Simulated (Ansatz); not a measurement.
Born–Oppenheimer molecular dynamics of BH$_{4}$N (6 atoms, charge 0, multiplicity 1). It starts from a relaxed structure.

Computed with RKS B3LYP-D4/def2-SVP (Ansatz 0.2.0).

```yaml
ensemble: NVE (velocity Verlet)
time_step: 0.5 fs
steps_asked: 250
starting_velocities_drawn_for: 500 K
seed: 887269
```

Frames 2.5 fs apart, positions in Å.

Velocities at 60 fs (Å/ps):

```
B -1.19 1.19 0.01
N -0.35 -0.96 0.05
H 18.54 14.29 -5.47
H -15.53 -6.78 -8.95
H 9.60 4.65 2.95
H 5.08 -11.59 10.71
```

```xyz
6
Properties=species:S:1:pos:R:3 time_fs=60 energy_less_start_eV=0.189 T=140
B -0.007 -0.018 0.070
N 0.001 0.000 1.458
H -0.874 -0.072 1.991
H 0.847 0.132 2.026
H 1.109 0.227 -0.569
H -1.014 -0.089 -0.464
6
Properties=species:S:1:pos:R:3 time_fs=62.5 energy_less_start_eV=0.117 T=278
B -0.003 -0.012 0.070
N 0.000 -0.003 1.458
H -0.830 -0.040 1.984
H 0.810 0.115 2.006
H 1.089 0.222 -0.537
H -1.044 -0.127 -0.466
6
Properties=species:S:1:pos:R:3 time_fs=65 energy_less_start_eV=0.084 T=339
B 0.010 -0.003 0.070
N 0.000 -0.006 1.453
H -0.843 -0.018 2.016
H 0.828 0.109 2.022
H 1.013 0.191 -0.480
H -1.105 -0.173 -0.497
6
Properties=species:S:1:pos:R:3 time_fs=67.5 energy_less_start_eV=0.217 T=87
B 0.012 0.005 0.070
N -0.001 -0.008 1.450
H -0.862 -0.009 2.044
H 0.858 0.107 2.039
H 0.993 0.160 -0.462
H -1.111 -0.207 -0.514
6
Properties=species:S:1:pos:R:3 time_fs=70 energy_less_start_eV=0.032 T=438
B -0.002 0.010 0.071
N -0.001 -0.009 1.455
H -0.832 -0.013 2.028
H 0.838 0.104 2.016
H 1.069 0.140 -0.508
H -1.047 -0.220 -0.504
6
Properties=species:S:1:pos:R:3 time_fs=72.5 energy_less_start_eV=0.220 T=82
B -0.014 0.013 0.071
N 0.000 -0.008 1.461
H -0.816 -0.030 2.013
H 0.822 0.106 1.988
H 1.130 0.120 -0.552
H -0.978 -0.217 -0.499
6
Properties=species:S:1:pos:R:3 time_fs=75 energy_less_start_eV=0.107 T=295
B -0.012 0.014 0.070
N 0.000 -0.007 1.462
H -0.856 -0.057 2.032
H 0.865 0.119 1.997
H 1.106 0.099 -0.551
H -0.988 -0.213 -0.539
6
Properties=species:S:1:pos:R:3 time_fs=77.5 energy_less_start_eV=0.109 T=293
B 0.001 0.013 0.069
N 0.000 -0.004 1.464
H -0.867 -0.088 2.037
H 0.885 0.132 2.001
H 1.020 0.083 -0.511
H -1.045 -0.202 -0.597
6
Properties=species:S:1:pos:R:3 time_fs=80 energy_less_start_eV=0.191 T=136
B 0.007 0.007 0.067
N 0.000 -0.001 1.468
H -0.823 -0.114 2.016
H 0.846 0.136 1.984
H 0.979 0.082 -0.490
H -1.068 -0.171 -0.617
6
Properties=species:S:1:pos:R:3 time_fs=82.5 energy_less_start_eV=0.041 T=423
B -0.002 -0.002 0.068
N 0.000 0.003 1.466
H -0.811 -0.143 2.022
H 0.828 0.141 1.991
H 1.046 0.100 -0.524
H -1.032 -0.125 -0.581
6
Properties=species:S:1:pos:R:3 time_fs=85 energy_less_start_eV=0.177 T=164
B -0.013 -0.011 0.069
N -0.001 0.007 1.458
H -0.838 -0.173 2.052
H 0.855 0.148 2.028
H 1.121 0.124 -0.557
H -0.990 -0.080 -0.525
6
Properties=species:S:1:pos:R:3 time_fs=87.5 energy_less_start_eV=0.139 T=235
B -0.008 -0.018 0.070
N -0.002 0.011 1.455
H -0.826 -0.185 2.047
H 0.846 0.144 2.035
H 1.117 0.140 -0.543
H -1.021 -0.051 -0.507
```

Of the whole run (125 fs, mean temperature of the second half 248 K): The conserved energy stayed within 0.65 meV per atom of its start (net change 0.39 meV per atom), so the integration is sound. Over the second half the temperature averaged 0.50 of the 500 K drawn at the start: a run that starts near a minimum puts about half its kinetic energy into the potential. A run of 0.12 ps of so small a system gives no equilibrium averages.

Time of the run: 2.8 min on 1 thread of Arm Neoverse V2, with other jobs on the host, peak memory 0.047 GiB.
